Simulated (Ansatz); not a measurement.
# C2H4S2: the cost of one run

All numbers below are computed with Ansatz 0.2.0 (UKS r2SCAN/STO-3G).

### Step 1. Starting point

Bond lengths: S1–C2 1.616 Å, C2–C3 1.475 Å, C3–S4 1.840 Å, C2–H5 1.086 Å, C3–H6 1.089 Å, C3–H7 1.091 Å, S4–H8 1.332 Å. Angles: S1–C2–C3 123.7°, S1–C2–H5 120.2°, C3–C2–H5 116.0°, C2–C3–S4 108.0°, C2–C3–H6 112.5°, C2–C3–H7 111.9°, S4–C3–H6 109.2°, S4–C3–H7 104.3°, H6–C3–H7 110.6°, C3–S4–H8 95.9°.

Structure file:

```xyz
8

S    -1.1466    0.7961   -1.8103
C    -0.4388    0.8327   -0.3581
C     0.6729   -0.0546    0.0323
S     0.0743   -1.1591    1.3771
H    -0.8127    1.4969    0.4152
H     1.0321   -0.6623   -0.7972
H     1.4956    0.5003    0.4857
H    -0.8769   -1.7500    0.6552
```

### Step 2. Preparing the start

The input, input.yaml:

```yaml
crystal:
  periodic: [false, false, false]
  atoms:
    - { symbol: S, position_ang: [-1.14657, 0.79612, -1.8103] }
    - { symbol: C, position_ang: [-0.43877, 0.83265, -0.35811] }
    - { symbol: C, position_ang: [0.67292, -0.05457, 0.03227] }
    - { symbol: S, position_ang: [0.07429, -1.15915, 1.3771] }
    - { symbol: H, position_ang: [-0.81273, 1.49693, 0.41524] }
    - { symbol: H, position_ang: [1.03214, -0.66226, -0.79717] }
    - { symbol: H, position_ang: [1.49565, 0.50029, 0.48573] }
    - { symbol: H, position_ang: [-0.87693, -1.75, 0.65524] }
magnetization:
  spin_polarized: true
basis:
  gaussian: { orbitals: STO-3G }
hamiltonian:
  xc: r2scan
relax:
  f_tol: 0.02
  max_steps: 40
```

Run with:

```
$ ansatz run input.yaml --threads 1 --pin off --max-ram 2048MiB --backend cpu --events-out ev --progress --plain --runs-dir out
```

**Question.** How long does this run take on 1 thread of Arm Neoverse V1, shared host, and how much memory does it need?

About 34 s, with a peak of 0.16 GiB.
